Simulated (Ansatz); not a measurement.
# SiNH3 (triplet): from Hartree-Fock to the top rungs at distance N1–H4 along a hydrogen transfer = 1.413 Å, cc-pVDZ

An exercise on one series of results from a longer session: the logs are not shown, and one member is left open.

The runs use Ansatz 0.2.0, Gaussian basis; cc-pVDZ, core rule «outside noble gas», up to 6 orbitals frozen.

Plan: UHF; CCSD(T) on ROHF; CCSD(T) on UHF; BCCD(T) on ROHF; CISD; CCSDT(Q) on ROHF; CCSDT(Q) on UHF; CASSCF and MRCISD+Q, 4 electrons in 4 orbitals; CASSCF and NEVPT2, 4 electrons in 4 orbitals.

7 further runs of the same task are left out: 6 that didn't finish, 1 set aside as unsound or not needed.

## The system

The geometry derives from fragments relaxed apart (PBE0/def2-TZVP) and kept rigid, so it is no stationary point. A hydrogen atom is moved between rigid fragments.

5 atoms, charge 0, spin multiplicity 3.

Atoms are counted from 1 here; the program's logs count them from 0.

Bond lengths: N1–H2 1.012 Å, N1–H3 1.012 Å. Angles: H2–N1–H3 107.1°.

The first run:

in.yaml reads:

```yaml
crystal:
  periodic: [false, false, false]
  atoms:
    - {symbol: N, position_ang: [-1.981704, -0.012635, -0.019666]}
    - {symbol: H, position_ang: [-2.278984, 0.955198, -0.019665]}
    - {symbol: H, position_ang: [-2.278983, -0.414935, 0.860594]}
    - {symbol: H, position_ang: [-0.568704, -0.012635, -0.019666]}
    - {symbol: Si, position_ang: [1.172296, -0.012634, -0.019666]}
basis:
  gaussian: {orbitals: cc-pVDZ}
magnetization: {spin_polarized: true, initial_magnetization: 2}
hamiltonian: {xc: hf}
output: {orbitals: {seedname: orbitals}}
```

Launch:

```sh
> ansatz run in.yaml --threads 1 --pin off --events-out ev --progress --plain --max-ram 2393MiB
```

Among the steps run: UHF; CCSD(T) on ROHF; CCSD(T) on UHF; BCCD(T) on ROHF; CISD; CCSDT(Q) on ROHF; CCSDT(Q) on UHF; CASSCF and MRCISD+Q, 4 electrons in 4 orbitals; CASSCF and NEVPT2, 4 electrons in 4 orbitals.

One of the session's tables, all rows but one given; the rest of the session is left out.

It belongs to the step «Misses and costs». 

| method | from UCCSDT(Q) (meV) |
| --- | --- |
| ROHF | +8241.3 |
| UHF | +7804.2 |
| RMP2 | ? |
| UMP2 | +1408.0 |
| CISD | +1014.1 |
| RCCSD | +284.4 |
| UCCSD | +270.7 |
| RCCSD(T) | +59.5 |
| UCCSD(T) | +67.3 |
| BCCD(T) | +61.2 |
| RCCSDT | +21.9 |
| UCCSDT | +21.9 |
| RCCSDT(Q) | -2.4 |
| UCCSDT(Q) | 0 |

Q: Estimate the row for RMP2 from the others.

As computed: from UCCSDT(Q) (meV): +1208.9. In the column «from UCCSDT(Q) (meV)» it lies between CISD (+1014.1) and UMP2 (+1408.0).

Left out of the table: CASSCF pair, NEVPT2 pair, MRCISD pair, MRCISD+Q pair (the active space lost an orbital or holds another state than full CI finds).

To keep in mind: Restricted and unrestricted rows rest on different reference determinants; where their highest levels disagree by more than a few hundredths of an eV, they describe different states and don't form one ladder. Warnings in the runs' records: passed over end.
